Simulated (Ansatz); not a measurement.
Molecule (SMILES): O=C (CH2-O).
Atoms: O1, C2, H3, H4. Bonds: O1-C2, C2-H3, C2-H4.

Basis-set convergence of the optimised C2-H3 bond length at PBE with Ansatz (a first-principles code). Cartesian d functions, on some or all atoms, in 6-31G*, 6-31+G*; all else is spherical. No added dispersion term, no relativity. Reference: the value in def2-QZVPPD, 1.1173 Å, itself unsure by roughly 0.0002 Å (its mean distance from pcseg-3, def2-QZVPP, cc-pVQZ). Deviations are taken from unrounded values.

```csv
basis,functions,optimised C2-H3 bond length (Å)
6-31G*,34,1.1220
6-31+G*,42,1.1197
cc-pVDZ,38,1.1311
aug-cc-pVDZ,64,1.1243
def2-SVP,38,1.1324
def2-SVPD,59,1.1269
pcseg-1,38,1.1260
aug-pcseg-1,64,1.1240
6-311G**,48,1.1213
6-311+G**,56,1.1192
def2-TZVP,74,1.1190
def2-TZVPD,95,1.1184
cc-pVTZ,88,1.1186
aug-cc-pVTZ,138,1.1173
pcseg-2,88,1.1175
aug-pcseg-2,138,1.1172
def2-TZVPP,90,1.1179
def2-TZVPPD,111,1.1175
def2-QZVPP,174,1.1174
def2-QZVPPD,195,1.1173
```

What the diffuse functions change, pair by pair:
- 6-31G* to 6-31+G*: 8 more functions, deviation 0.0047 to 0.0025 Å
- cc-pVDZ to aug-cc-pVDZ: 26 more functions, deviation 0.0139 to 0.0071 Å
- def2-SVP to def2-SVPD: 21 more functions, deviation 0.0151 to 0.0097 Å
- pcseg-1 to aug-pcseg-1: 26 more functions, deviation 0.0087 to 0.0067 Å
- 6-311G** to 6-311+G**: 8 more functions, deviation 0.0041 to 0.0019 Å
- def2-TZVP to def2-TZVPD: 21 more functions, deviation 0.0017 to 0.0012 Å
- cc-pVTZ to aug-cc-pVTZ: 50 more functions, deviation 0.0013 to 0.0001 Å
- pcseg-2 to aug-pcseg-2: 50 more functions, deviation 0.0002 to 0.0000 Å
- def2-TZVPP to def2-TZVPPD: 21 more functions, deviation 0.0007 to 0.0002 Å
- def2-QZVPP to def2-QZVPPD: 21 more functions, deviation 0.0001 to 0.0000 Å

Leaving out the reference's own pair, they bring the value nearer the reference by more than 0.0002 Å in 9 of 9 pairs.
